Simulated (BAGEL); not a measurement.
# CH5BF− (SMILES C[BH2-]F) at HF/3-21G (density fitting with qzvpp-jkfit)

What is the vertical ionisation energy of CH5BF− at HF/3-21G (density fitting with qzvpp-jkfit)? 

The calculation is run with BAGEL 1.2.2.

6 further runs of the same task are left out: 5 that didn't finish, 1 set aside as unsound or not needed.

### 1 Starting point

The species is CH5BF− (8 atoms), meant as a singlet with charge -1. As SMILES, `C[BH2-]F`. Geometry: relaxed at GFN2-xTB.

Bond lengths: C1–B2 1.647 Å, B2–F3 1.455 Å, C1–H4 1.094 Å, C1–H5 1.093 Å, C1–H6 1.093 Å, B2–H7 1.227 Å, B2–H8 1.227 Å. Some angles: C1–B2–F3 109.2°, C1–B2–H7 111.1°, C1–B2–H8 111.2°, F3–B2–H7 107.4°, F3–B2–H8 107.4°, B2–C1–H4 111.1°, B2–C1–H5 112.1°, B2–C1–H6 112.0°, H7–B2–H8 110.6°, H4–C1–H5 107.2°.

### 2 The energy at HF/3-21G (density fitting with qzvpp-jkfit)

File hf.json:

```json
{ "bagel" : [

{
  "title" : "molecule",
  "basis" : "3-21g",
  "df_basis" : "qzvpp-jkfit",
  "angstrom" : true,
  "geometry" : [
    { "atom" : "C", "xyz" : [      -0.631540,       0.494350,      -0.258780 ] },
    { "atom" : "B", "xyz" : [       0.558430,      -0.523170,       0.253040 ] },
    { "atom" : "F", "xyz" : [       1.822410,       0.196230,       0.281390 ] },
    { "atom" : "H", "xyz" : [      -1.599680,      -0.014200,      -0.285860 ] },
    { "atom" : "H", "xyz" : [      -0.440060,       0.877130,      -1.264440 ] },
    { "atom" : "H", "xyz" : [      -0.740590,       1.361010,       0.397950 ] },
    { "atom" : "H", "xyz" : [       0.338240,      -0.921460,       1.392730 ] },
    { "atom" : "H", "xyz" : [       0.692770,      -1.469900,      -0.516030 ] }
  ]
},

{ "title" : "hf", "charge" : -1 },

{ "title" : "print", "file" : "orbitals.molden", "orbitals" : true }

]}
```

On the command line:

```bash
$ BAGEL_NUM_THREADS=1 BAGEL hf.json > hf.out
```

Log:

```text
* using 1 threads per process

  ===============================================================
  ===============================================================

  *** Geometry ***

  { "atom" : "C", "xyz" : [     -1.193438,      0.934186,     -0.489023 ] },
  { "atom" : "B", "xyz" : [      1.055280,     -0.988648,      0.478176 ] },
  { "atom" : "F", "xyz" : [      3.443856,      0.370821,      0.531750 ] },
  { "atom" : "H", "xyz" : [     -3.022957,     -0.026834,     -0.540197 ] },
  { "atom" : "H", "xyz" : [     -0.831593,      1.657535,     -2.389445 ] },
  { "atom" : "H", "xyz" : [     -1.399512,      2.571936,      0.752017 ] },
  { "atom" : "H", "xyz" : [      0.639181,     -1.741307,      2.631878 ] },
  { "atom" : "H", "xyz" : [      1.309146,     -2.777708,     -0.975155 ] },

  Number of auxiliary basis functions:      317

  Since a DF basis is specified, we compute 2- and 3-index integrals:
    o Being stored without compression. Storage requirement is 0.003 GB

  Number of basis functions:       37
  Number of electrons      :       25

    * METHOD: MOLECULE                             0.07

  *** RHF ***

  === Nuclear Repulsion ===
    67.8701134482

      * DIIS with orbital gradients will be used.

  === RHF iteration (3-21g) ===
      0       -163.92177082          0.03353140           0.01
      1       -164.02341446          0.01520671           0.01
      2       -164.04577839          0.00216711           0.01
      3       -164.04647809          0.00056961           0.01
      4       -164.04652319          0.00010626           0.01
      5       -164.04652537          0.00002703           0.01
      6       -164.04652554          0.00000859           0.01
      7       -164.04652556          0.00000123           0.01
      8       -164.04652556          0.00000039           0.01
      9       -164.04652556          0.00000011           0.01
     10       -164.04652556          0.00000003           0.01
     11       -164.04652556          0.00000001           0.01
    * SCF iteration converged.

    * Permanent dipole moment:
           (    0.376098,    -0.739998,     0.282303) a.u.

    * METHOD: HF                                   0.17

    * METHOD: PRINT                                0.00

  ===============================================================
```

Wall time 0.38 s (1 thread of Arm Neoverse V1, shared host).

### 3 Doublet neutral CH5BF at the same level

File hf.json:

```json
{ "bagel": [

{
  "title": "molecule",
  "basis": "3-21g",
  "df_basis": "qzvpp-jkfit",
  "angstrom": true,
  "geometry": [
    { "atom": "C", "xyz": [   -0.631540,    0.494350,   -0.258780 ] },
    { "atom": "B", "xyz": [    0.558430,   -0.523170,    0.253040 ] },
    { "atom": "F", "xyz": [    1.822410,    0.196230,    0.281390 ] },
    { "atom": "H", "xyz": [   -1.599680,   -0.014200,   -0.285860 ] },
    { "atom": "H", "xyz": [   -0.440060,    0.877130,   -1.264440 ] },
    { "atom": "H", "xyz": [   -0.740590,    1.361010,    0.397950 ] },
    { "atom": "H", "xyz": [    0.338240,   -0.921460,    1.392730 ] },
    { "atom": "H", "xyz": [    0.692770,   -1.469900,   -0.516030 ] }
  ]
},
{ "title": "uhf", "charge": 0, "nopen": 1 },
{ "title": "print", "file": "orbitals.molden", "orbitals": true }

]}
```

On the command line:

```bash
$ BAGEL_NUM_THREADS=1 BAGEL hf.json > hf.out
```

Log:

```text
* using 1 threads per process

  ===============================================================
  ===============================================================

  *** Geometry ***

  { "atom" : "C", "xyz" : [     -1.193438,      0.934186,     -0.489023 ] },
  { "atom" : "B", "xyz" : [      1.055280,     -0.988648,      0.478176 ] },
  { "atom" : "F", "xyz" : [      3.443856,      0.370821,      0.531750 ] },
  { "atom" : "H", "xyz" : [     -3.022957,     -0.026834,     -0.540197 ] },
  { "atom" : "H", "xyz" : [     -0.831593,      1.657535,     -2.389445 ] },
  { "atom" : "H", "xyz" : [     -1.399512,      2.571936,      0.752017 ] },
  { "atom" : "H", "xyz" : [      0.639181,     -1.741307,      2.631878 ] },
  { "atom" : "H", "xyz" : [      1.309146,     -2.777708,     -0.975155 ] },

  Number of auxiliary basis functions:      317

  Since a DF basis is specified, we compute 2- and 3-index integrals:
    o Being stored without compression. Storage requirement is 0.003 GB

  Number of basis functions:       37
  Number of electrons      :       25

    * METHOD: MOLECULE                             0.07

  *** Open-shell HF ***

  === Nuclear Repulsion ===
    67.8701134482

      * DIIS with orbital gradients will be used.

  === UHF iteration (3-21g) ===
      0       -163.78426171          0.06517656           0.02
      1       -163.87910266          0.03826083           0.02
      2       -163.90315496          0.02369152           0.02
      3       -163.91641311          0.00213911           0.02
      4       -163.91719699          0.00098637           0.02
      5       -163.91739430          0.00039353           0.02
      6       -163.91744458          0.00011603           0.02
      7       -163.91744838          0.00009203           0.02
      8       -163.91745180          0.00004755           0.02
      9       -163.91745276          0.00002347           0.02
[... 20 lines of this table left out ...]
     30       -163.91745558          0.00000005           0.02
     31       -163.91745558          0.00000002           0.02
     32       -163.91745558          0.00000001           0.02
     33       -163.91745558          0.00000000           0.02
    * SCF iteration converged.

    * S^2 (UHF) is 0.7774

    * Permanent dipole moment:
           (    0.518360,     0.609157,    -0.124906) a.u.

    * METHOD: UHF                                  0.62

    * METHOD: PRINT                                0.00

  ===============================================================
```

Run time: 0.83 s. Hardware: 1 thread of Arm Neoverse V1, shared host.

### 4 Results

Level: HF/3-21G (density fitting with qzvpp-jkfit).

| quantity | value |
| --- | --- |
| singlet CH5BF−: total energy | -164.04653 Eh |
| singlet CH5BF−: HOMO energy | -4.43 eV |
| singlet CH5BF−: LUMO energy | 13.31 eV |
| singlet CH5BF−: HOMO–LUMO gap (to an unbound level, set by the basis) | 17.74 eV |
| doublet neutral CH5BF: total energy | -163.91746 Eh |
| doublet neutral CH5BF: dipole moment | 2.06 D |
| doublet neutral CH5BF: ⟨S²⟩ | 0.777 |
| vertical detachment energy (to the doublet neutral) | 3.512 eV |

In words: The vertical ionisation energy comes to 3.51 eV (339 kJ/mol). The negative HOMO energy of the first species, 4.43 eV, lies 0.92 eV above that difference.
